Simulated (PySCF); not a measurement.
**H3NCl−, an ion with solvent molecules: interaction energy**

An exercise on one series of results from a longer session: the logs are not shown, and one member is left open.

Programs: PySCF 2.14.0. All values are calculated, for the isolated system unless a continuum is named. Atoms count from 0, parts from 1.

## Starting point

5 atoms, charge -1, multiplicity 1; geometry: GFN2-xTB. Parts: 1 = atom 0, `[Cl-]`, charge -1; 2 = atoms 1–4, `N`, charge 0.

Set-up of the first run:

The job: settings as JSON, then the geometry in Å.

```
{"job": {"xc": "PBE0", "basis": "def2-SVPD", "d3": "d3bj", "grid": 2, "kind": "geom", "shake": 0.01}, "charge": -1, "multiplicity": 1, "parts": [{"atoms": "0-0", "charge": -1, "multiplicity": 1}, {"atoms": "1-4", "charge": 0, "multiplicity": 1}]}
Cl     0.245270     0.281235     0.121466
N     -0.880709    -1.833778    -2.084214
H     -0.046554    -2.391038    -2.098657
H     -0.571336    -0.968907    -1.593702
H     -1.510316    -2.302301    -1.447381
```

On the command line:

```sh
$ OMP_NUM_THREADS=1 python cluster_run.py task.json out
```

One launch serves the whole session: the jobs run in the order shown.

Steps of the session up to this table: Geometry optimisation at PBE0-D3(BJ)/def2-SVPD; Coupled-cluster interaction energy: CCSD(T) and MP2, 2.36 Å; Coupled-cluster interaction energy: CCSD(T) and MP2, 2.60 Å; Coupled-cluster interaction energy: CCSD(T) and MP2, 2.24 Å; Coupled-cluster interaction energy: CCSD(T) and MP2, 2.95 Å; Coupled-cluster interaction energy: CCSD(T) and MP2, 2.12 Å; Coupled-cluster interaction energy: CCSD(T) and MP2, 3.54 Å; Coupled-cluster interaction energy: CCSD(T) and MP2, 4.72 Å.

One table of the session follows, with a row left open; its other results are not shown here.

It belongs to the step «Coupled-cluster interaction energy: CCSD(T) and MP2, 4.72 Å». 

| method | interaction energy (kcal/mol) |
| --- | --- |
| HF/aug-cc-pVDZ | -2.71 |
| MP2/aug-cc-pVDZ | ? |
| CCSD/aug-cc-pVDZ | -2.66 |
| CCSD(T)/aug-cc-pVDZ | -2.66 |
| HF/aug-cc-pVTZ | -2.71 |
| MP2/aug-cc-pVTZ | -2.71 |
| SCS-MP2/aug-cc-pVTZ | -2.68 |
| MP2, extrapolated | -2.72 |
| CCSD(T), limit estimate | -2.68 |

**Question.** Estimate the row for MP2/aug-cc-pVDZ.

**Answer.** interaction energy (kcal/mol): -2.69. In the column «interaction energy (kcal/mol)» it lies between MP2/aug-cc-pVTZ (-2.71) and SCS-MP2/aug-cc-pVTZ (-2.68).
